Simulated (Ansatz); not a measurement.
# AlMgH2+ (quintet): from Hartree-Fock to the top rungs, def2-QZVPP

The task here is to estimate one member of a computed series from the others.

Program: Ansatz 0.2.0, Gaussian basis. Level of theory: def2-QZVPP, core rule «outside noble gas», up to 10 orbitals frozen. These are calculated values, not measurements.

The runs, in order: UHF; ROHF; CCSD(T) on UHF.

### The system

The geometry is a PBE0/def2-TZVP stationary point (not a proven minimum) of the parent state, kept for this charge and spin.

4 atoms, charge 1, spin multiplicity 5.

Atoms are counted from 1 here; the program's logs count them from 0.

Bond lengths: Al1–H3 1.585 Å, Al1–H4 1.685 Å, Mg2–H4 1.892 Å. Angles: H3–Al1–H4 120.6°, Al1–H4–Mg2 97.5°.

Geometry (Å):

```
atom   x (Å)    y (Å)    z (Å)
 Al1  0.0000   0.0562   1.2209
 Mg2  0.0000  -0.0014  -1.4713
  H3  0.0000  -0.3272   2.7591
  H4  0.0000  -1.1428   0.0371
```

Set-up of the first run:

Input file in.yaml:

```yaml
crystal:
  periodic: [false, false, false]
  atoms:
    - {symbol: Al, position_ang: [0.000000, 0.056189, 1.220938]}
    - {symbol: Mg, position_ang: [0.000000, -0.001415, -1.471349]}
    - {symbol: H, position_ang: [0.000000, -0.327222, 2.759073]}
    - {symbol: H, position_ang: [0.000000, -1.142799, 0.037065]}
basis:
  gaussian: {orbitals: "def2-QZVPP.json"}
total_charge: 1
magnetization: {spin_polarized: true, initial_magnetization: 4}
hamiltonian: {xc: hf}
output: {orbitals: {seedname: orbitals}}
```

Run with:

```
ansatz run in.yaml --threads 1 --pin off --events-out ev --progress --plain --max-ram 2393MiB
```

Among the steps run: UHF; ROHF; CCSD(T) on UHF.

One of the session's tables, all rows but one given; the rest of the session is left out.

| method | from UCCSD(T) (meV) |
| --- | --- |
| ROHF | +2232.2 |
| UHF | ? |
| UMP2 | +622.4 |
| UCCSD | +103.3 |
| UCCSD(T) | 0 |

Estimate the missing values for UHF.

As computed: from UCCSD(T) (meV): +2194.9. In the column «from UCCSD(T) (meV)» it lies between UMP2 (+622.4) and ROHF (+2232.2).
